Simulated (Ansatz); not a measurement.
## H2O⁻, doublet: reading a ladder of total energies

Geometry: a point of a bend scan, not a stationary point.

| atom | x (Å) | y (Å) | z (Å) |
| --- | --- | --- | --- |
| O | 0.0000 | 0.0000 | 0.0000 |
| H | 0.0000 | 0.0000 | -0.9773 |
| H | 0.0000 | 0.0000 | 0.9773 |

Basis aug-cc-pVDZ; Ansatz 0.2.0. Correlated methods freeze the noble-gas cores, which leaves 9 electrons in 40 orbitals. R marks a restricted (for open shells ROHF) determinant, U an unrestricted one. This anion state lies near or above the neutral species, so the extra electron is weakly bound or unbound and the energies hang on the diffuse functions.

Full CI isn't at hand for all of this; UCCSDT(Q) serves as the reference, and is uncertain by about the last step of the cluster series.

Runs differ by some tens of microhartree through their thresholds and, for an open shell, their frozen cores, so steps under 0.03 kcal/mol mean nothing.

| level | total energy (hartree) |
| --- | --- |
| UHF | -75.947228 |
| UMP2 | -76.178119 |
| UCCSD | -76.184479 |
| UCCSD(T) | -76.191080 |
| UCCSDT | -76.191405 |
| UCCSDT(Q) | -76.191947 |

What is the correlation energy at UCCSDT(Q), and what share of it do UMP2 and UCCSD(T) recover?

E(corr) = -76.191947 − (-75.947228) = -0.244719 hartree = -6.659 eV. UMP2: -0.230891 / -0.244719 = 94.35 %. UCCSD(T): -0.243852 / -0.244719 = 99.65 %.

By how many kcal/mol does UCCSD(T) miss UCCSDT(Q) (1 hartree = 627.509 kcal/mol), and which steps make up the rest?

-76.191080 − (-76.191947) = 0.000867 hartree = 0.54 kcal/mol. Steps: UCCSDT − UCCSD(T) = -0.20, UCCSDT(Q) − UCCSDT = -0.34 kcal/mol. That is within 1 kcal/mol of the reference in this basis, which itself misses far more of the correlation at the basis-set limit.
